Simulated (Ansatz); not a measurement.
# Hydrogen sulfide (H2S): one species, many methods

An exercise on one series of results from a longer session: the logs are not shown, and one member is left open.

Program: Ansatz 0.2.0, Gaussian basis. Level of theory: functionals in def2-TZVPP, the program's frozen cores in correlated methods. These are calculated values, not measurements.

The runs, in order: LDA (SPW92), PBE-D4, revPBE-D4, BLYP-D4, r2SCAN-D4, B97M-V, PBE0-D4, B3LYP-D4, r2SCANh-D4, r2SCAN0-D4, HSE06-D4, BHLYP-D4, CAM-B3LYP-D4, LC-ωPBE, ωB97X-V, ωB97M-V, B2PLYP, PBE-QIDH; CCSD(T)/def2-SVP; CCSD(T)/def2-TZVPP; CCSD(T)/def2-QZVPP; extrapolation to the limit; RPA on PBE.

## The geometry

The geometry comes from an earlier relaxation with PBE0-D4 in a triple-zeta def2 set; it is a stationary point.

SMILES `S`, 3 atoms, charge 0, spin multiplicity 1.

Atoms are counted from 1 here; the program's logs count them from 0.

Bond lengths: S1–H2 1.341 Å, S1–H3 1.341 Å. Angles: H2–S1–H3 92.3°.

Set-up of the first run:

in.yaml reads:

```yaml
crystal:
  periodic: [false, false, false]
  atoms:
    - {symbol: S, position_ang: [0.495498, -0.280650, 0.243885]}
    - {symbol: H, position_ang: [0.097931, 0.997712, 0.162375]}
    - {symbol: H, position_ang: [-0.593428, -0.717071, -0.406260]}
basis:
  gaussian: {orbitals: def2-TZVPP}
hamiltonian: {xc: lda}
output: {orbitals: {seedname: orbitals}}
```

Steps of the session up to this table: LDA; PBE-D4 (GGA); revPBE-D4 (GGA); BLYP-D4 (GGA); r2SCAN-D4 (meta-GGA); B97M-V (meta-GGA); PBE0-D4 (hybrid); B3LYP-D4 (hybrid); r2SCANh-D4 (hybrid); r2SCAN0-D4 (hybrid); HSE06-D4 (hybrid); BHLYP-D4 (hybrid); CAM-B3LYP-D4 (range-separated); LC-ωPBE-D4 (range-separated; the results give it without D4); ωB97X-V (range-separated); ωB97M-V (range-separated); B2PLYP (double hybrid); PBE-QIDH (double hybrid).

One of the session's tables, all rows but one given; the rest of the session is left out.

It belongs to the step «Frontier levels by functional». 

```
  functional  HOMO (eV)  LUMO (eV)  gap (eV)
 LDA (SPW92)      -6.30      -0.52      5.78
      PBE-D4      -6.20      -0.42      5.77
   revPBE-D4      -6.16      -0.39      5.78
     BLYP-D4      -6.04      -0.36      5.68
   r2SCAN-D4      -6.49      -0.07      6.43
      B97M-V          ?          ?         ?
     PBE0-D4      -7.49       0.60      8.09
    B3LYP-D4      -7.23       0.30      7.53
  r2SCANh-D4      -6.97       0.30      7.27
  r2SCAN0-D4      -7.68       0.84      8.51
    HSE06-D4      -7.08       0.21      7.30
    BHLYP-D4      -8.62       1.46     10.09
CAM-B3LYP-D4      -8.87       1.62     10.49
     LC-ωPBE     -10.34       2.96     13.30
     ωB97X-V      -9.93       2.78     12.72
     ωB97M-V      -9.74       2.43     12.17
```

Estimate the missing values for B97M-V.

**Answer.** HOMO (eV): -6.56; LUMO (eV): -0.16; gap (eV): 6.39. In the column «HOMO (eV)» it lies between r2SCANh-D4 (-6.97) and r2SCAN-D4 (-6.49).
